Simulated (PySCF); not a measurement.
# AlH₅Se, a complex of two parts: interaction energy, part 2 of 3

PySCF 2.14.0. Atoms count from 0, parts from 1. Earlier steps stand in the parts before.

### Step 5. Coupled-cluster interaction energy: CCSD(T) and MP2, 2.94 Å

The job: settings as JSON, then the geometry in Å.

```
{"job": {"kind": "intercc", "basis": "aug-cc-pVDZ", "basis_mid": "aug-cc-pVTZ", "basis_large": "aug-cc-pVQZ"}, "charge": 0, "multiplicity": 1, "parts": [{"atoms": "0-3", "charge": 0, "multiplicity": 1}, {"atoms": "4-6", "charge": 0, "multiplicity": 1}]}
Al     0.093680     0.154012     0.211252
H      1.561661     0.435572    -0.346316
H     -0.895231     1.388543     0.425963
H     -0.522957    -1.308131     0.044440
Se     0.746268    -0.151495     3.060650
H      1.624084     1.022652     3.154763
H      1.896993    -1.045099     2.872179
```

Method: CCSD(T)/aug-cc-pVDZ and MP2/aug-cc-pVTZ, aug-cc-pVQZ counterpoise interaction energy, frozen core, gas phase.

The log of the run:

```text
part 1, own basis, geometry of the cluster: E = -243.6410703583 (as before)

part 2, own basis, geometry of the cluster: E = -2401.0489797677 (as before)

part 1, own basis, relaxed alone: E = -243.6444555970 (as before)

part 2, own basis, relaxed alone: E = -2401.0489940088 (as before)

cluster
final grid: 7176 points
cycle   1  E = -2644.7022538128  dE = -1.554e-02  |g| = 5.275e-02  |ddm| = 8.748e-01
cycle   2  E = -2644.7042389692  dE = -1.985e-03  |g| = 1.878e-02  |ddm| = 2.323e-01
cycle   3  E = -2644.7046024537  dE = -3.635e-04  |g| = 7.374e-03  |ddm| = 8.678e-02
cycle   4  E = -2644.7046552736  dE = -5.282e-05  |g| = 1.181e-03  |ddm| = 3.749e-02
cycle   5  E = -2644.7046565469  dE = -1.273e-06  |g| = 3.354e-04  |ddm| = 6.734e-03
cycle   6  E = -2644.7046566071  dE = -6.016e-08  |g| = 1.075e-04  |ddm| = 9.498e-04
cycle   7  E = -2644.7046566169  dE = -9.796e-09  |g| = 2.473e-05  |ddm| = 4.128e-04
cycle   8  E = -2644.7046566176  dE = -6.576e-10  |g| = 6.814e-06  |ddm| = 1.216e-04
converged SCF energy = -2644.7046566176

part 1 in the basis of the cluster
final grid: 7176 points
cycle   1  E = -243.6411139103  dE = -4.286e-05  |g| = 1.202e-03  |ddm| = 2.541e-01
cycle   2  E = -243.6411145873  dE = -6.771e-07  |g| = 1.747e-04  |ddm| = 3.147e-02
cycle   3  E = -243.6411146067  dE = -1.939e-08  |g| = 1.505e-05  |ddm| = 5.257e-03
cycle   4  E = -243.6411146069  dE = -1.842e-10  |g| = 2.042e-06  |ddm| = 2.898e-04
converged SCF energy = -243.6411146069

part 2 in the basis of the cluster
final grid: 7176 points
cycle   1  E = -2401.0490256597  dE = -4.991e-05  |g| = 1.408e-03  |ddm| = 2.957e-01
cycle   2  E = -2401.0490265543  dE = -8.946e-07  |g| = 2.647e-04  |ddm| = 4.821e-02
cycle   3  E = -2401.0490265880  dE = -3.375e-08  |g| = 8.791e-05  |ddm| = 9.576e-03
cycle   4  E = -2401.0490265894  dE = -1.358e-09  |g| = 1.341e-05  |ddm| = 1.101e-03
cycle   5  E = -2401.0490265895  dE = -1.414e-10  |g| = 2.736e-06  |ddm| = 2.628e-04
converged SCF energy = -2401.0490265895

Interaction energy (kcal/mol)
  counterpoise      -12.909
  uncorrected       -14.349
  dispersion part     0.000
  deformation         2.028
  binding           -10.882

Decomposition of the uncorrected value (kcal/mol)
  electrostatic     -15.598
  Pauli              17.693
  orbital           -11.262
  dispersion          0.000
  correlation        -5.181

Charge of each part in the cluster: -0.063 0.063
part 1, own basis, geometry of the cluster: E = -243.6446693215 (as before)

part 2, own basis, geometry of the cluster: E = -2401.0523077620 (as before)

part 1, own basis, relaxed alone: E = -243.6480831537 (as before)

part 2, own basis, relaxed alone: E = -2401.0523250698 (as before)

cluster
final grid: 7176 points
cycle   1  E = -2644.7091889288  dE = -1.550e-02  |g| = 5.500e-02  |ddm| = 7.937e-01
cycle   2  E = -2644.7111851424  dE = -1.996e-03  |g| = 1.959e-02  |ddm| = 1.844e-01
cycle   3  E = -2644.7115390621  dE = -3.539e-04  |g| = 8.270e-03  |ddm| = 7.551e-02
cycle   4  E = -2644.7116059166  dE = -6.685e-05  |g| = 1.373e-03  |ddm| = 4.133e-02
cycle   5  E = -2644.7116072928  dE = -1.376e-06  |g| = 5.458e-04  |ddm| = 5.791e-03
cycle   6  E = -2644.7116074198  dE = -1.270e-07  |g| = 1.290e-04  |ddm| = 1.809e-03
cycle   7  E = -2644.7116074338  dE = -1.399e-08  |g| = 2.881e-05  |ddm| = 6.540e-04
cycle   8  E = -2644.7116074346  dE = -8.358e-10  |g| = 7.841e-06  |ddm| = 2.098e-04
converged SCF energy = -2644.7116074346

part 1 in the basis of the cluster
final grid: 7176 points
cycle   1  E = -243.6447156731  dE = -4.536e-05  |g| = 1.350e-03  |ddm| = 3.878e-01
cycle   2  E = -243.6447160506  dE = -3.775e-07  |g| = 1.603e-04  |ddm| = 3.131e-02
cycle   3  E = -243.6447160575  dE = -6.962e-09  |g| = 2.655e-05  |ddm| = 3.868e-03
cycle   4  E = -243.6447160577  dE = -1.474e-10  |g| = 4.036e-06  |ddm| = 6.188e-04
converged SCF energy = -243.6447160577

part 2 in the basis of the cluster
final grid: 7176 points
cycle   1  E = -2401.0523140855  dE = -8.972e-06  |g| = 5.086e-04  |ddm| = 1.913e-01
cycle   2  E = -2401.0523142132  dE = -1.277e-07  |g| = 7.396e-05  |ddm| = 2.529e-02
cycle   3  E = -2401.0523142173  dE = -4.112e-09  |g| = 9.173e-06  |ddm| = 4.518e-03
cycle   4  E = -2401.0523142174  dE = -7.867e-11  |g| = 3.376e-06  |ddm| = 2.779e-04
converged SCF energy = -2401.0523142174

Interaction energy (kcal/mol)
  counterpoise      -13.240
  uncorrected       -14.493
  dispersion part     0.000
  deformation         2.054
  binding           -11.185

Decomposition of the uncorrected value (kcal/mol)
  electrostatic     -15.454
  Pauli              17.518
  orbital           -11.246
  dispersion          0.000
  correlation        -5.311

Charge of each part in the cluster: -0.063 0.063
part 1 in the basis of the cluster: E(HF) = -243.629294012  E2 = -0.081389948  E(CCSD corr) = -0.106808918  (T) = -0.001324826
part 2 in the basis of the cluster: E(HF) = -2400.975098432  E2 = -0.157543859  E(CCSD corr) = -0.178006524  (T) = -0.005103977
cluster: E(HF) = -2644.618460914  E2 = -0.243734510  E(CCSD corr) = -0.288545497  (T) = -0.007173687

Counterpoise interaction energy (kcal/mol)
  hf_small                  -8.828
  mp2_small                -11.841
  ccsd_small               -11.169
  ccsdt_small              -11.636
  hf_large                  -9.147
  mp2_large                -13.240
  hf_middle                 -9.109
  mp2_middle               -12.909
  scs_mp2_large            -12.226
  mp2_limit                -13.453
  ccsdt_less_mp2             0.204
  ccsdt_limit_estimate     -13.248
  bsse_mp2_large             1.253
```

Wall time 3.5 min (1 thread of Arm Neoverse N1, shared host); peak memory 1.5 GiB.

Contacts at this geometry (a selection, picked against the atoms' radii; other short pairs can be missing):

```csv
atoms,distance (Å),kind (by distance and angle),angle (°)
Al0···Se4,2.94,coordination,–
```

```csv
method,interaction energy (kcal/mol),"from CCSD(T), limit estimate (kcal/mol)"
HF/aug-cc-pVDZ,-8.83,+4.42
MP2/aug-cc-pVDZ,-11.84,+1.41
CCSD/aug-cc-pVDZ,-11.17,+2.08
CCSD(T)/aug-cc-pVDZ,-11.64,+1.61
HF/aug-cc-pVQZ,-9.15,+4.10
MP2/aug-cc-pVQZ,-13.24,+0.01
SCS-MP2/aug-cc-pVQZ,-12.23,+1.02
"MP2, extrapolated",-13.45,-0.20
"CCSD(T), limit estimate",-13.25,0
```

These energies keep the parts at their geometry in the cluster; deforming them to it costs 2.05 kcal/mol (MP2).

### Step 6. Coupled-cluster interaction energy: CCSD(T) and MP2, 2.54 Å

The job, as its differences from that of step 5:

```diff
@@ -5,4 +5,4 @@
 H     -0.522957    -1.308131     0.044440
-Se     0.746268    -0.151495     3.060650
-H      1.624084     1.022652     3.154763
-H      1.896993    -1.045099     2.872179
+Se     0.657279    -0.109835     2.672096
+H      1.535095     1.064312     2.766209
+H      1.808004    -1.003439     2.483625
```

With the program's defaults for keys left out, this is: CCSD(T)/aug-cc-pVDZ and MP2/aug-cc-pVTZ, aug-cc-pVQZ counterpoise interaction energy, frozen core, gas phase.

The log of the run:

```text
part 1, own basis, geometry of the cluster: E = -243.6410703583 (as before)

part 2, own basis, geometry of the cluster: E = -2401.0489797677 (as before)

part 1, own basis, relaxed alone: E = -243.6444555970 (as before)

part 2, own basis, relaxed alone: E = -2401.0489940088 (as before)

cluster
final grid: 7176 points
cycle   1  E = -2644.6962586909  dE = -3.439e-02  |g| = 8.356e-02  |ddm| = 1.348e+00
cycle   2  E = -2644.7002867381  dE = -4.028e-03  |g| = 2.795e-02  |ddm| = 3.545e-01
cycle   3  E = -2644.7009599410  dE = -6.732e-04  |g| = 1.184e-02  |ddm| = 1.230e-01
cycle   4  E = -2644.7010864272  dE = -1.265e-04  |g| = 1.779e-03  |ddm| = 6.477e-02
cycle   5  E = -2644.7010896413  dE = -3.214e-06  |g| = 3.740e-04  |ddm| = 9.281e-03
cycle   6  E = -2644.7010897646  dE = -1.232e-07  |g| = 1.194e-04  |ddm| = 1.531e-03
cycle   7  E = -2644.7010897784  dE = -1.379e-08  |g| = 2.588e-05  |ddm| = 5.666e-04
cycle   8  E = -2644.7010897790  dE = -6.412e-10  |g| = 9.322e-06  |ddm| = 1.333e-04
converged SCF energy = -2644.7010897790

part 1 in the basis of the cluster
final grid: 7176 points
cycle   1  E = -243.6411354980  dE = -6.495e-05  |g| = 1.506e-03  |ddm| = 3.463e-01
cycle   2  E = -243.6411365210  dE = -1.023e-06  |g| = 2.217e-04  |ddm| = 4.279e-02
cycle   3  E = -243.6411365520  dE = -3.097e-08  |g| = 2.112e-05  |ddm| = 7.066e-03
cycle   4  E = -243.6411365524  dE = -3.477e-10  |g| = 3.163e-06  |ddm| = 3.918e-04
converged SCF energy = -243.6411365524

part 2 in the basis of the cluster
final grid: 7176 points
cycle   1  E = -2401.0490356059  dE = -6.021e-05  |g| = 1.581e-03  |ddm| = 2.940e-01
cycle   2  E = -2401.0490366110  dE = -1.005e-06  |g| = 3.203e-04  |ddm| = 4.712e-02
cycle   3  E = -2401.0490366484  dE = -3.748e-08  |g| = 1.159e-04  |ddm| = 9.085e-03
cycle   4  E = -2401.0490366507  dE = -2.280e-09  |g| = 1.452e-05  |ddm| = 1.522e-03
cycle   5  E = -2401.0490366509  dE = -1.619e-10  |g| = 3.036e-06  |ddm| = 3.196e-04
converged SCF energy = -2401.0490366509

Interaction energy (kcal/mol)
  counterpoise      -12.670
  uncorrected       -14.864
  dispersion part     0.000
  deformation         2.028
  binding           -10.642

Decomposition of the uncorrected value (kcal/mol)
  electrostatic     -33.799
  Pauli              51.479
  orbital           -24.610
  dispersion          0.000
  correlation        -7.934

Charge of each part in the cluster: -0.083 0.083
part 1, own basis, geometry of the cluster: E = -243.6446693215 (as before)

part 2, own basis, geometry of the cluster: E = -2401.0523077620 (as before)

part 1, own basis, relaxed alone: E = -243.6480831537 (as before)

part 2, own basis, relaxed alone: E = -2401.0523250698 (as before)

cluster
final grid: 7176 points
cycle   1  E = -2644.7033697939  dE = -3.437e-02  |g| = 8.879e-02  |ddm| = 1.498e+00
cycle   2  E = -2644.7074281392  dE = -4.058e-03  |g| = 2.961e-02  |ddm| = 3.412e-01
cycle   3  E = -2644.7080891341  dE = -6.610e-04  |g| = 1.295e-02  |ddm| = 1.199e-01
cycle   4  E = -2644.7082400233  dE = -1.509e-04  |g| = 1.914e-03  |ddm| = 7.346e-02
cycle   5  E = -2644.7082434923  dE = -3.469e-06  |g| = 5.686e-04  |ddm| = 9.674e-03
cycle   6  E = -2644.7082436524  dE = -1.600e-07  |g| = 1.935e-04  |ddm| = 2.298e-03
cycle   7  E = -2644.7082436783  dE = -2.595e-08  |g| = 4.755e-05  |ddm| = 9.071e-04
cycle   8  E = -2644.7082436803  dE = -2.007e-09  |g| = 1.182e-05  |ddm| = 3.460e-04
cycle   9  E = -2644.7082436805  dE = -1.523e-10  |g| = 2.689e-06  |ddm| = 7.300e-05
converged SCF energy = -2644.7082436805

part 1 in the basis of the cluster
final grid: 7176 points
cycle   1  E = -243.6447289243  dE = -5.864e-05  |g| = 1.678e-03  |ddm| = 5.248e-01
cycle   2  E = -243.6447294414  dE = -5.171e-07  |g| = 2.080e-04  |ddm| = 4.523e-02
cycle   3  E = -243.6447294514  dE = -1.002e-08  |g| = 3.674e-05  |ddm| = 5.748e-03
cycle   4  E = -243.6447294517  dE = -2.514e-10  |g| = 5.070e-06  |ddm| = 8.965e-04
converged SCF energy = -243.6447294517

part 2 in the basis of the cluster
final grid: 7176 points
cycle   1  E = -2401.0523171114  dE = -1.218e-05  |g| = 6.007e-04  |ddm| = 1.986e-01
cycle   2  E = -2401.0523172625  dE = -1.511e-07  |g| = 8.175e-05  |ddm| = 2.608e-02
cycle   3  E = -2401.0523172672  dE = -4.671e-09  |g| = 1.064e-05  |ddm| = 4.951e-03
cycle   4  E = -2401.0523172673  dE = -9.959e-11  |g| = 3.300e-06  |ddm| = 4.074e-04
converged SCF energy = -2401.0523172673

Interaction energy (kcal/mol)
  counterpoise      -13.525
  uncorrected       -15.413
  dispersion part     0.000
  deformation         2.054
  binding           -11.471

Decomposition of the uncorrected value (kcal/mol)
  electrostatic     -33.776
  Pauli              51.334
  orbital           -24.629
  dispersion          0.000
  correlation        -8.341

Charge of each part in the cluster: -0.083 0.083
part 1 in the basis of the cluster: E(HF) = -243.629342110  E2 = -0.081580027  E(CCSD corr) = -0.106983857  (T) = -0.001337854
part 2 in the basis of the cluster: E(HF) = -2400.975239325  E2 = -0.158387136  E(CCSD corr) = -0.178870934  (T) = -0.005178885
cluster: E(HF) = -2644.613669526  E2 = -0.246595554  E(CCSD corr) = -0.290788611  (T) = -0.007452058

Counterpoise interaction energy (kcal/mol)
  hf_small                  -5.703
  mp2_small                 -9.862
  ccsd_small                -8.799
  ccsdt_small               -9.386
  hf_large                  -7.026
  mp2_large                -13.525
  hf_middle                 -6.850
  mp2_middle               -12.670
  scs_mp2_large            -11.938
  mp2_limit                -14.021
  ccsdt_less_mp2             0.476
  ccsdt_limit_estimate     -13.545
  bsse_mp2_large             1.887
```

Run time: 3.5 min. Hardware: 1 thread of Arm Neoverse N1, shared host; peak memory 1.5 GiB.

Contacts at this geometry (a selection, picked against the atoms' radii; other short pairs can be missing):

```csv
atoms,distance (Å),kind (by distance and angle),angle (°)
Al0···Se4,2.54,bonding distance,–
```

Differences are taken before rounding.

```csv
method,interaction energy (kcal/mol),"from CCSD(T), limit estimate (kcal/mol)"
HF/aug-cc-pVDZ,-5.70,+7.84
MP2/aug-cc-pVDZ,-9.86,+3.68
CCSD/aug-cc-pVDZ,-8.80,+4.75
CCSD(T)/aug-cc-pVDZ,-9.39,+4.16
HF/aug-cc-pVQZ,-7.03,+6.52
MP2/aug-cc-pVQZ,-13.53,+0.02
SCS-MP2/aug-cc-pVQZ,-11.94,+1.61
"MP2, extrapolated",-14.02,-0.48
"CCSD(T), limit estimate",-13.54,0
```

These energies keep the parts at their geometry in the cluster; deforming them to it costs 2.05 kcal/mol (MP2).

### Step 7. Coupled-cluster interaction energy: CCSD(T) and MP2, 3.34 Å

The job, as its differences from that of step 6:

```diff
@@ -5,4 +5,4 @@
 H     -0.522957    -1.308131     0.044440
-Se     0.657279    -0.109835     2.672096
-H      1.535095     1.064312     2.766209
-H      1.808004    -1.003439     2.483625
+Se     0.835258    -0.193156     3.449204
+H      1.713074     0.980991     3.543317
+H      1.985982    -1.086759     3.260733
```

Level: CCSD(T)/aug-cc-pVDZ and MP2/aug-cc-pVTZ, aug-cc-pVQZ counterpoise interaction energy, frozen core, gas phase.

The log of the run:

```text
part 1, own basis, geometry of the cluster: E = -243.6410703583 (as before)

part 2, own basis, geometry of the cluster: E = -2401.0489797677 (as before)

part 1, own basis, relaxed alone: E = -243.6444555970 (as before)

part 2, own basis, relaxed alone: E = -2401.0489940088 (as before)

cluster
final grid: 7176 points
cycle   1  E = -2644.6996630712  dE = -6.642e-03  |g| = 3.267e-02  |ddm| = 6.725e-01
cycle   2  E = -2644.7005407358  dE = -8.777e-04  |g| = 1.192e-02  |ddm| = 1.610e-01
cycle   3  E = -2644.7007057729  dE = -1.650e-04  |g| = 4.302e-03  |ddm| = 5.513e-02
cycle   4  E = -2644.7007252218  dE = -1.945e-05  |g| = 7.004e-04  |ddm| = 2.018e-02
cycle   5  E = -2644.7007256567  dE = -4.349e-07  |g| = 1.906e-04  |ddm| = 4.998e-03
cycle   6  E = -2644.7007256752  dE = -1.854e-08  |g| = 6.172e-05  |ddm| = 4.872e-04
cycle   7  E = -2644.7007256783  dE = -3.115e-09  |g| = 1.410e-05  |ddm| = 2.603e-04
cycle   8  E = -2644.7007256786  dE = -2.283e-10  |g| = 4.174e-06  |ddm| = 6.939e-05
converged SCF energy = -2644.7007256786

part 1 in the basis of the cluster
final grid: 7176 points
cycle   1  E = -243.6410996920  dE = -2.887e-05  |g| = 9.690e-04  |ddm| = 1.821e-01
cycle   2  E = -243.6411001349  dE = -4.428e-07  |g| = 1.375e-04  |ddm| = 2.334e-02
cycle   3  E = -243.6411001468  dE = -1.191e-08  |g| = 1.078e-05  |ddm| = 3.967e-03
cycle   4  E = -243.6411001469  dE = -9.811e-11  |g| = 1.272e-06  |ddm| = 2.300e-04
converged SCF energy = -243.6411001469

part 2 in the basis of the cluster
final grid: 7176 points
cycle   1  E = -2401.0490185438  dE = -4.226e-05  |g| = 1.265e-03  |ddm| = 2.918e-01
cycle   2  E = -2401.0490193381  dE = -7.943e-07  |g| = 2.284e-04  |ddm| = 4.668e-02
cycle   3  E = -2401.0490193682  dE = -3.014e-08  |g| = 6.449e-05  |ddm| = 9.222e-03
cycle   4  E = -2401.0490193691  dE = -8.440e-10  |g| = 1.255e-05  |ddm| = 7.172e-04
converged SCF energy = -2401.0490193691

Interaction energy (kcal/mol)
  counterpoise       -8.969
  uncorrected        -9.961
  dispersion part     0.000
  deformation         2.028
  binding            -6.941

Decomposition of the uncorrected value (kcal/mol)
  electrostatic      -7.740
  Pauli               5.874
  orbital            -4.835
  dispersion          0.000
  correlation        -3.260

Charge of each part in the cluster: -0.038 0.038
part 1, own basis, geometry of the cluster: E = -243.6446693215 (as before)

part 2, own basis, geometry of the cluster: E = -2401.0523077620 (as before)

part 1, own basis, relaxed alone: E = -243.6480831537 (as before)

part 2, own basis, relaxed alone: E = -2401.0523250698 (as before)

cluster
final grid: 7176 points
cycle   1  E = -2644.7065580616  dE = -6.666e-03  |g| = 3.399e-02  |ddm| = 4.963e-01
cycle   2  E = -2644.7074512174  dE = -8.932e-04  |g| = 1.243e-02  |ddm| = 1.123e-01
cycle   3  E = -2644.7076139389  dE = -1.627e-04  |g| = 4.922e-03  |ddm| = 4.866e-02
cycle   4  E = -2644.7076397279  dE = -2.579e-05  |g| = 8.076e-04  |ddm| = 2.320e-02
cycle   5  E = -2644.7076402000  dE = -4.721e-07  |g| = 3.100e-04  |ddm| = 3.630e-03
cycle   6  E = -2644.7076402376  dE = -3.762e-08  |g| = 7.473e-05  |ddm| = 1.017e-03
cycle   7  E = -2644.7076402420  dE = -4.438e-09  |g| = 1.681e-05  |ddm| = 3.674e-04
cycle   8  E = -2644.7076402423  dE = -3.042e-10  |g| = 5.018e-06  |ddm| = 1.224e-04
converged SCF energy = -2644.7076402423

part 1 in the basis of the cluster
final grid: 7176 points
cycle   1  E = -243.6447025051  dE = -3.284e-05  |g| = 1.092e-03  |ddm| = 2.987e-01
cycle   2  E = -243.6447027614  dE = -2.564e-07  |g| = 1.275e-04  |ddm| = 2.421e-02
cycle   3  E = -243.6447027660  dE = -4.592e-09  |g| = 2.121e-05  |ddm| = 2.962e-03
cycle   4  E = -243.6447027661  dE = -9.686e-11  |g| = 3.140e-06  |ddm| = 4.920e-04
converged SCF energy = -243.6447027661

part 2 in the basis of the cluster
final grid: 7176 points
cycle   1  E = -2401.0523121834  dE = -6.738e-06  |g| = 4.430e-04  |ddm| = 1.705e-01
cycle   2  E = -2401.0523122923  dE = -1.089e-07  |g| = 6.745e-05  |ddm| = 2.222e-02
cycle   3  E = -2401.0523122959  dE = -3.555e-09  |g| = 7.423e-06  |ddm| = 3.886e-03
cycle   4  E = -2401.0523122959  dE = -5.639e-11  |g| = 2.491e-06  |ddm| = 1.845e-04
converged SCF energy = -2401.0523122959

Interaction energy (kcal/mol)
  counterpoise       -9.109
  uncorrected        -9.967
  dispersion part     0.000
  deformation         2.054
  binding            -7.054

Decomposition of the uncorrected value (kcal/mol)
  electrostatic      -7.658
  Pauli               5.827
  orbital            -4.862
  dispersion          0.000
  correlation        -3.275

Charge of each part in the cluster: -0.038 0.038
part 1 in the basis of the cluster: E(HF) = -243.629248168  E2 = -0.081270858  E(CCSD corr) = -0.106691473  (T) = -0.001317027
part 2 in the basis of the cluster: E(HF) = -2400.974970167  E2 = -0.157063547  E(CCSD corr) = -0.177530340  (T) = -0.005065289
cluster: E(HF) = -2644.614893180  E2 = -0.241442908  E(CCSD corr) = -0.286656244  (T) = -0.006897792

Counterpoise interaction energy (kcal/mol)
  hf_small                  -6.699
  mp2_small                 -8.649
  ccsd_small                -8.226
  ccsdt_small               -8.550
  hf_large                  -6.667
  mp2_large                 -9.109
  hf_middle                 -6.655
  mp2_middle                -8.969
  scs_mp2_large             -8.486
  mp2_limit                 -9.202
  ccsdt_less_mp2             0.100
  ccsdt_limit_estimate      -9.103
  bsse_mp2_large             0.859
```

Wall time 3.4 min (1 thread of Arm Neoverse N1, shared host); peak memory 1.5 GiB.

Contacts at this geometry (a selection, picked against the atoms' radii; other short pairs can be missing):

```csv
atoms,distance (Å),kind (by distance and angle),angle (°)
Al0···Se4,3.34,inside the van der Waals sum,–
```

Differences are taken before rounding.

```csv
method,interaction energy (kcal/mol),"from CCSD(T), limit estimate (kcal/mol)"
HF/aug-cc-pVDZ,-6.70,+2.40
MP2/aug-cc-pVDZ,-8.65,+0.45
CCSD/aug-cc-pVDZ,-8.23,+0.88
CCSD(T)/aug-cc-pVDZ,-8.55,+0.55
HF/aug-cc-pVQZ,-6.67,+2.44
MP2/aug-cc-pVQZ,-9.11,-0.01
SCS-MP2/aug-cc-pVQZ,-8.49,+0.62
"MP2, extrapolated",-9.20,-0.10
"CCSD(T), limit estimate",-9.10,0
```

These energies keep the parts at their geometry in the cluster; deforming them to it costs 2.05 kcal/mol (MP2).

(Continued in part 3 of 3.)
